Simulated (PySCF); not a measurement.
## The first ionisation energy along group 14

All values are computed (PySCF 2.14, energy differences of UHF-based or UKS calculations, no spin-orbit coupling). Values in eV. The last column holds reference values (NIST; (s) semi-empirical, (t) theoretical, else measured). Unmarked ones compare directly (S terms, centres of terms, or small fine structure); those marked * lie between the lowest fine-structure levels and include a spin-orbit shift.

| element | configurations | UHF | PBE | MP2 (valence) | SCS-MP2 (valence) | CCSD (valence) | CCSD(T) (valence) | reference |
| --- | --- | --- | --- | --- | --- | --- | --- | --- |
| C (x2c-SVPall, spin-free X2C) | [He] 2s2 2p2 → [He] 2s2 2p1 | 10.908 | 11.573 | 11.134 | 11.023 | 10.977 | 10.985 | 11.262 |
| Si (x2c-SVPall, spin-free X2C) | [Ne] 3s2 3p2 → [Ne] 3s2 3p1 | 7.633 | 8.164 | 7.859 | 7.792 | 7.865 | 7.874 | 8.157 |
| Ge (x2c-SVPall, spin-free X2C) | [Ar] 3d10 4s2 4p2 → [Ar] 3d10 4s2 4p1 | 7.413 | 7.874 | 7.652 | 7.588 | 7.671 | 7.680 | 7.925 |
| Sn (x2c-SVPall, spin-free X2C) | [Kr] 4d10 5s2 5p2 → [Kr] 4d10 5s2 5p1 | 6.861 | 7.273 | 7.066 | 7.012 | 7.089 | 7.095 | 7.389 |

Problem. Which of these methods has the smallest mean absolute error against the measured values here?

Solution. PBE, with 0.122 eV.

| method | elements | mean error (eV) | mean absolute error (eV) | largest error (eV) |
| --- | --- | --- | --- | --- |
| UHF | 4 | -0.479 | 0.479 | -0.528 |
| PBE | 4 | 0.038 | 0.122 | 0.312 |
| MP2 (valence) | 4 | -0.256 | 0.256 | -0.324 |
| SCS-MP2 (valence) | 4 | -0.330 | 0.330 | -0.377 |
| CCSD (valence) | 4 | -0.283 | 0.283 | -0.301 |
| CCSD(T) (valence) | 4 | -0.275 | 0.275 | -0.294 |

Errors include the incompleteness of the basis and the frozen core.

"Valence" correlates the outer s and p shells and, in groups 3 to 12 and the f block, the outer d or f shell, open or full, or the next shell where the ion has no valence electron left; the wider scheme adds the next inner shell.
